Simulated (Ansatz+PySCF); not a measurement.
Values are calculated unless marked as measured or tabulated.
This PySCF input gave a total energy of -139.02790 hartree.

```python
from pyscf import gto, scf

mol = gto.M(atom="""
B -0.007140 0.002390 -1.329810
C 0.007130 -0.006610 0.180350
O -0.008570 0.002900 1.310330
H 0.005170 -1.174690 -1.637970
H -1.025820 0.595910 -1.651560
H 1.027020 0.584440 -1.650380
""", basis='def2-svp', charge=0, spin=0)
mf = scf.RHF(mol)
mf.init_guess = 'atom'
mf.kernel()
while True:  # follow internal instabilities
    mo, _, stable, _ = mf.stability(return_status=True)
    if stable: break
    mf.kernel(mf.make_rdm1(mo, mf.mo_occ))
print(mf.converged, mf.e_tot, mf.spin_square()[0])
```

Write an input for Ansatz with the same method and basis set.

```yaml
crystal:
  periodic: [false, false, false]
  atoms:
    - { symbol: B, position_ang: [-0.00714, 0.00239, -1.32981] }
    - { symbol: C, position_ang: [0.00713, -0.00661, 0.18035] }
    - { symbol: O, position_ang: [-0.00857, 0.0029, 1.31033] }
    - { symbol: H, position_ang: [0.00517, -1.17469, -1.63797] }
    - { symbol: H, position_ang: [-1.02582, 0.59591, -1.65156] }
    - { symbol: H, position_ang: [1.02702, 0.58444, -1.65038] }
basis:
  gaussian: { orbitals: def2-SVP }
hamiltonian:
  xc: hf
```

Ansatz (development build ahead of 0.2.0) gave -139.02790 hartree, 0.03 meV from the first.
